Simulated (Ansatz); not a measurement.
**Abstraction of Cl: CCl3F + C2HF2 → CCl2F + C2HClF2**

Species: CCl3F (trichlorofluoromethane) `FC(Cl)(Cl)Cl`, singlet; C2HF2 `[CH]=C(F)F`, doublet; CCl2F (dichlorofluoromethyl radical) `F[C](Cl)Cl`, doublet; C2HClF2 `FC(F)=CCl`, singlet. A radical takes Cl: the energy is the difference in strength between two C–Cl bonds in different surroundings.

Shapes, held fixed at every level: PBE0-D4/def2-TZVP. Programs: Ansatz 0.2.0. The zero-point and thermal change to 298 K, harmonic and unscaled (PBE0-D4/def2-TZVP), is +5.5 kJ/mol.

```tsv
level	kind	ΔH(298 K) (kJ/mol)	CPU time (sum over the molecules)
HF/def2-SVP	Hartree–Fock	-76.4	–
r2SCAN-D4/def2-TZVPP	meta-GGA	-86.8	46 s
B3LYP-D4/def2-TZVPP	global hybrid	-91.9	38 s
BHLYP-D4/def2-TZVPP	global hybrid	-90.9	28 s
r2SCAN0-D4/def2-TZVPP	global hybrid	-89.5	45 s
wB97M-V/def2-TZVPP	range-separated hybrid	-83.0	86 s
wB97X-V/def2-TZVPP	range-separated hybrid	-91.0	60 s
B2PLYP/def2-TZVPP	double hybrid	-91.5	42 s
```

B2PLYP/def2-TZVPP gives ΔH(298 K) = -91.5 kJ/mol; the levels span -91.9 to -76.4. The median of the levels is -90.2. No measured value is set beside it here. Spin contamination: C2HF2 (⟨S²⟩ up to 0.90). Open shells run unrestricted. Times are processor times on shared x86 and Arm servers, and rough.
